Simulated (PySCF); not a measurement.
CH3 (charge -1).
InChI=1S/CH3/h1H3/q-1

Computed, not measured: PBE0-D3(BJ)/def2-SVP geometry optimisation, gas phase (PySCF 2.14.0).

Take the most abundant isotopes and a rigid rotor. 

Problem. Give the principal moments of inertia and the rotational constants in cm⁻¹.

Solution. Ia = 2.21, Ib = 2.21, Ic = 3.03 u·Å²; 505379 MHz·u·Å²/I gives 228961, 228959 and 166616 MHz, that is A = 7.63731, B = 7.63726, C = 5.55772 cm⁻¹.

Problem. What kind of rotor is it?

Solution. An oblate symmetric top, as the point group C3v requires two equal moments; the computed ones differ by 0.00 % because the geometry is symmetric only within the optimiser's tolerance: κ = (2 × 228959 − 228961 − 166616)/(228961 − 166616) = 1.00.

Problem. Is it planar, by Δ = Ic − Ia − Ib?

Solution. Not planar: Δ = Ic − Ia − Ib = -1.38 u·Å². For a rigid frame Δ = −2 Σ m c², so Σ m c² = 0.69 u·Å² lies off the ab plane: 0.55 from hydrogen and 0.14 from heavier atoms. The atom farthest from that plane is 0.43 Å away.

Problem. Give the other two planar moments, Paa and Pbb, and the rms extents of the mass along the axes.

Solution. Paa = Σ m a² = (Ib + Ic − Ia)/2 = 1.52 and Pbb = Σ m b² = (Ia + Ic − Ib)/2 = 1.52 u·Å². With the mass M = 15.02 u, the rms extents √(P/M) along a, b and c are 0.32, 0.32, 0.21 Å.

Problem. Where do the R-branch lines fall?

Solution. The dipole of 1.47 D (about the centre of mass, as the species is charged) lies along the symmetry axis, so ΔK = 0 and J+1 ← J falls at 2B(J+1) for every K: 457.92 GHz, 915.84 GHz, 1373.76 GHz, 1831.68 GHz, 2289.60 GHz for J = 0 to 4.

Whether it is a minimum is left open (no frequencies). The geometry's basis has no diffuse functions, a weakness for an anion. Constants of a rigid frame at the computed geometry: no zero-point averaging, no centrifugal distortion.

On AMD EPYC 9R45, one thread, on a shared host, this took 0.53 s of wall time and 0.23 GiB of memory at its peak. This is the geometry optimisation.
